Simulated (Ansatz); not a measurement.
**Elastic constant C44 of CsCl-type TlBr at several levels of theory**

No measured value is used here.

**Question.** Put these levels in order of the elastic constant C44 that they give for CsCl-type TlBr, smallest first: HSE06 (Ansatz, a first-principles code), LDA (Ansatz), PBE (Ansatz), PBE0 (Ansatz).

**Answer.** PBE (5.23 GPa), HSE06 (5.75 GPa), PBE0 (6.19 GPa), LDA (13.4 GPa)

Unless a cell is named, each level is at its own relaxed cell (LDA 28.32, PBE 33.28, HSE06 32.84, PBE0 32.69 Å³/atom).

Density-functional levels without +SOC have no spin–orbit coupling. Each level is taken at its own relaxed cell. Ansatz's density-functional and Hartree–Fock values are scalar-relativistic unless marked +SOC, with PAW data made under PBE.
